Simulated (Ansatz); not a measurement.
**C7H16: up Jacob's ladder to CCSD(T)**

Aim: compute C7H16 with functionals from several rungs and with coupled cluster. The yardstick is the atomisation energy at the CCSD(T) limit.

Computed with Ansatz 0.2.0, Gaussian basis. Level: functionals in def2-TZVPP, the program's frozen cores in correlated methods.

The runs, in order: PBE-D4, r2SCAN-D4, PBE0-D4, B3LYP-D4, ωB97X-V, ωB97M-V, B2PLYP; CCSD(T)/def2-TZVPP; MP2/def2-QZVPP; extrapolation to the limit.

1 further run of the same task is left out (it didn't finish).

### Step 1. The relaxed structure

The geometry comes from an earlier relaxation with PBE0-D4 in a triple-zeta def2 set; it is a stationary point, not always the lowest conformer.

SMILES `CCCCC(C)C`, 23 atoms, charge 0, spin multiplicity 1.

Atoms are counted from 1 here; the program's logs count them from 0.

Bond lengths: C1–C2 1.520 Å, C1–H8 1.094 Å, C1–H9 1.093 Å, C1–H10 1.092 Å, C2–C3 1.525 Å, C2–H11 1.096 Å, C2–H12 1.095 Å, C3–C4 1.525 Å, C3–H13 1.095 Å, C3–H14 1.096 Å, C4–C5 1.527 Å, C4–H15 1.097 Å, C4–H16 1.096 Å, C5–C6 1.522 Å, C5–C7 1.522 Å, C5–H17 1.098 Å, C6–H18 1.092 Å, C6–H19 1.095 Å and more. Angles: C2–C1–H8 111.1°, C2–C1–H9 111.8°, C2–C1–H10 111.2°, H8–C1–H9 107.5°, H8–C1–H10 107.7°, H9–C1–H10 107.4°, C1–C2–C3 113.9°, C1–C2–H11 109.4°, C1–C2–H12 109.2°, C3–C2–H11 109.8°, C3–C2–H12 108.4°, H11–C2–H12 105.7°, C2–C3–C4 115.2°, C2–C3–H13 108.9°, C2–C3–H14 108.7°, C4–C3–H13 109.6°, C4–C3–H14 108.3°, H13–C3–H14 105.7° and more.

Coordinates:

```xyz
23

C     1.2131   -1.9505   -1.3708
C     0.2957   -0.8236   -1.8161
C    -0.9667   -0.6841   -0.9726
C    -0.7294   -0.4215    0.5105
C     0.1086    0.8110    0.8433
C    -0.5097    2.0902    0.2983
C     0.3145    0.9132    2.3475
H     0.6822   -2.9071   -1.3561
H     1.6082   -1.7793   -0.3665
H     2.0670   -2.0553   -2.0440
H     0.8504    0.1211   -1.8126
H    -0.0002   -0.9897   -2.8572
H    -1.5875    0.1143   -1.3920
H    -1.5582   -1.6022   -1.0690
H    -1.7021   -0.3224    1.0089
H    -0.2529   -1.2978    0.9641
H     1.0965    0.6890    0.3806
H    -0.5942    2.0753   -0.7905
H    -1.5144    2.2379    0.7083
H     0.0905    2.9621    0.5708
H    -0.6437    1.0437    2.8610
H     0.7841    0.0105    2.7473
H     0.9481    1.7653    2.6069
```

### Step 2. PBE-D4 (GGA)

Input file in.yaml:

```yaml
crystal:
  periodic: [false, false, false]
  atoms:
    - {symbol: C, position_ang: [1.213111, -1.950516, -1.370827]}
    - {symbol: C, position_ang: [0.295673, -0.823641, -1.816109]}
    - {symbol: C, position_ang: [-0.966717, -0.684102, -0.972607]}
    - {symbol: C, position_ang: [-0.729415, -0.421500, 0.510538]}
    - {symbol: C, position_ang: [0.108627, 0.811009, 0.843252]}
    - {symbol: C, position_ang: [-0.509712, 2.090221, 0.298288]}
    - {symbol: C, position_ang: [0.314460, 0.913197, 2.347463]}
    - {symbol: H, position_ang: [0.682232, -2.907109, -1.356145]}
    - {symbol: H, position_ang: [1.608247, -1.779275, -0.366490]}
    - {symbol: H, position_ang: [2.067042, -2.055279, -2.044007]}
    - {symbol: H, position_ang: [0.850442, 0.121061, -1.812623]}
    - {symbol: H, position_ang: [-0.000196, -0.989740, -2.857209]}
    - {symbol: H, position_ang: [-1.587538, 0.114301, -1.392010]}
    - {symbol: H, position_ang: [-1.558181, -1.602226, -1.068991]}
    - {symbol: H, position_ang: [-1.702123, -0.322403, 1.008895]}
    - {symbol: H, position_ang: [-0.252909, -1.297845, 0.964099]}
    - {symbol: H, position_ang: [1.096492, 0.689044, 0.380566]}
    - {symbol: H, position_ang: [-0.594159, 2.075267, -0.790474]}
    - {symbol: H, position_ang: [-1.514424, 2.237898, 0.708298]}
    - {symbol: H, position_ang: [0.090485, 2.962115, 0.570847]}
    - {symbol: H, position_ang: [-0.643708, 1.043712, 2.860972]}
    - {symbol: H, position_ang: [0.784132, 0.010532, 2.747349]}
    - {symbol: H, position_ang: [0.948120, 1.765282, 2.606915]}
basis:
  gaussian: {orbitals: def2-TZVPP}
hamiltonian: {xc: pbe, dispersion: d4}
output: {forces: true, orbitals: {seedname: orbitals}}
```

Further steps of the session: r2SCAN-D4 (meta-GGA); PBE0-D4 (hybrid); B3LYP-D4 (hybrid); ωB97X-V (range-separated); ωB97M-V (range-separated); B2PLYP (double hybrid); CCSD(T) in def2-TZVPP; MP2 in def2-QZVPP.

Q: Predict the results of all the runs planned. Wanted: atomisation energy, CCSD(T)/CBS; farthest; mean size of error, hybrid; mean size of error, range-separated; gap, smallest and largest; T1 diagnostic; triples share of the correlation energy.

**Answer**, as computed:

| quantity | value |
| --- | --- |
| atomisation energy, CCSD(T)/CBS | 94.746 eV |
| functionals within 0.474 eV (0.5 %) | r2SCAN-D4, B3LYP-D4, ωB97X-V, ωB97M-V |
| farthest | PBE-D4 (+1.474 eV) |
| mean size of error, hybrid | 0.358 eV |
| mean size of error, range-separated | 0.170 eV |
| gap, smallest and largest | 7.44 eV (PBE-D4), 13.83 eV (ωB97X-V) |
| T1 diagnostic | 0.0085 |
| triples share of the correlation energy | 3.8 % |

In words: PBE-D4 is off by +1.474 eV. Double hybrids carry the basis error of their MP2 part in triple zeta, and no dispersion term here, so their miss is partly the set-up's. Misses under about 0.474 eV are within the doubt on the reference itself, which lacks core-valence correlation, relativity and higher excitations. Hartree-Fock recovers 76 % of the binding; the rest is correlation. Orbital gaps span 7.4 to 13.8 eV; exact exchange widens them.
